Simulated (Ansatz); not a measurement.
One change: `CC(C)(F)C=O` becomes `CC(C)(F)C=S`.

Ansatz, PBE0-D4/def2-TZVP geometries, multiplicity 1. Each molecule was computed in one conformer, which needn't be the lowest.

| property | `CC(C)(F)C=O` |
| --- | --- |
| HOMO–LUMO gap (ωB97M-V/def2-TZVPP) / eV | 11.24 |
| HOMO energy (ωB97M-V/def2-TZVPP) / eV | -10.06 |
| HOMO energy (B3LYP/def2-TZVPP) / eV | -7.47 |
| LUMO energy (PBE0/def2-TZVPP) / eV | -1.12 |
| size of the dipole moment (PBE/def2-TZVPP) / D | 1.37 |
| size of the dipole moment (ωB97M-V/def2-TZVPP) / D | 1.37 |

Problem. Give the same properties after the change, and the shifts. (Estimate.)

Solution. The calculation gave: 
```json
{"property": "HOMO–LUMO gap (ωB97M-V/def2-TZVPP) / eV", "`CC(C)(F)C=S`": "8.70", "shift": "-2.54"}
{"property": "HOMO energy (ωB97M-V/def2-TZVPP) / eV", "`CC(C)(F)C=S`": "-8.76", "shift": "1.30"}
{"property": "HOMO energy (B3LYP/def2-TZVPP) / eV", "`CC(C)(F)C=S`": "-6.30", "shift": "1.17"}
{"property": "LUMO energy (PBE0/def2-TZVPP) / eV", "`CC(C)(F)C=S`": "-2.23", "shift": "-1.11"}
{"property": "size of the dipole moment (PBE/def2-TZVPP) / D", "`CC(C)(F)C=S`": "3.20", "shift": "1.83"}
{"property": "size of the dipole moment (ωB97M-V/def2-TZVPP) / D", "`CC(C)(F)C=S`": "3.24", "shift": "1.87"}
```

With PBE0 the HOMO rises by 1.14 eV and the LUMO falls by 1.11 eV, so the gap narrows by about 2.25 eV. PBE moves the HOMO by 0.80 eV and ωB97M-V by 1.30 eV. Dipoles are sizes alone; their direction can turn.

B3LYP here is the variant with VWN-RPA as its local correlation; programs differ in this.
